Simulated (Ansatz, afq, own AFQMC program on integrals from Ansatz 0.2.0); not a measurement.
BNH, quartet → BNH⁺, quintet

```xyz
3

B     0.0000    0.0798    0.8638
N     0.0000   -0.1176   -0.5879
H     0.0000    0.7790   -1.0947
```

Connectivity, by distances: B–NH.

E(quintet, charge +1) − E(quartet, charge +0) at this geometry, on UHF and ROHF determinants.

Basis cc-pVDZ. Only valence electrons are correlated. AFQMC by an in-house program on the Cholesky factors that Ansatz 0.2.0 writes for its CCSD(T) run. ph-AFQMC/CISD is guided by a CISD state made of CCSD amplitudes; releasing the constraint for a short imaginary time cuts its bias at the price of noise, slowly where states lie close. Free AFQMC starts from the CCSD state and is never constrained. Its projection time is finite, and what remains of the start isn't in its error. ± is one standard error of the sampling. The errors of all members are added in quadrature.

No full CI on the walks' own integrals is used here; CCSDT(Q) serves as the reference and is uncertain by about the last step of the cluster series. Each member takes its own surest rung, up to full CI.

The best estimate is CCSD(T) at the basis-set limit (CBS: def2-TZVPP and def2-QZVPP, with their diffuse functions for anions and beside diffuse sets, CCSD(T) itself extrapolated) plus the step from CCSD(T) to CCSDT(Q) in cc-pVDZ. Rows without CBS are in cc-pVDZ, the functionals in def2-TZVP; B2PLYP and the wave-function rows carry a basis error of their own. Core correlation and relativity beyond core potentials are missing, and ± holds the sampling alone.

Cautions: BNH (quartet): lower spins were not checked, the ph-AFQMC/HF walk drifts between its halves (3.0 errors); BNH⁺ (quintet): another spin lies lower; this isn't the first ionization.

```tsv
level	vertical ionization energy (kcal/mol)
MP2	265.7
HF	236.7
B3LYP	282.2
```

From these cheaper values, estimate the vertical ionization energy at the level of the best estimate.

279.4 kcal/mol (best estimate, highest rung CCSDT(Q)).

```
         level  vertical ionization energy (kcal/mol)  error against the best estimate (kcal/mol)
          CCSD                                  266.1                                       -13.3
       CCSD(T)                                  267.8                                       -11.7
         CCSDT                                  268.0                                       -11.4
      CCSDT(Q)                                  268.2                                       -11.2
 ph-AFQMC/CISD                            268.1 ± 0.2                                 -11.3 ± 0.2
released AFQMC                            268.2 ± 0.4                                 -11.2 ± 0.4
    free AFQMC                            268.5 ± 0.5                                 -10.9 ± 0.5
   CCSD(T)/CBS                                  278.9                                        -0.5
           PBE                                  282.4                                         2.9
        r2SCAN                                  276.3                                        -3.1
          PBE0                                  277.3                                        -2.1
       wB97M-V                                  279.5                                         0.1
        B2PLYP                                  277.5                                        -2.0
```

Correlation beyond CCSD(T) adds 0.5 kcal/mol. Going to the basis-set limit adds 11.2 kcal/mol at CCSD(T). The perturbative (T) step is worth +1.6 kcal/mol. The functionals spread over 6.1 kcal/mol; wB97M-V comes nearest and r2SCAN is 3.1 kcal/mol too low.

Best estimates are given only where the step beyond CCSD(T) is under 0.3 eV and no member's determinant is very poor (T1 over 0.05, or 0.07 for open shells, ⟨S²⟩ too high by 0.3, two states mixed), so the hardest cases are missing from such tables.

The functionals ran in a triple-zeta set and keep a basis error of their own, a few kJ/mol for each bond in atomization energies and more for double hybrids, so close places among them and the extrapolated levels can swap.

CCSDT and higher add their correlation energy to the determinant of the CCSD(T) run, since their own runs factorise the integrals more tightly (a shift of under 2 meV). Free projections are given only where their last times agree within the noise and don't stop above the reference; a slow remainder of the start can still hide under it. Each member of a difference takes its own highest rung, so a best estimate needn't equal the limit plus the step of one row. A walk keeps the symmetry of its determinant, which the program's search chose and which needn't be the lowest solution, so a lower state of the same spin and another symmetry isn't excluded. Released energies are given only where the last usable release times agree within the noise; a slower fall can still hide under it.
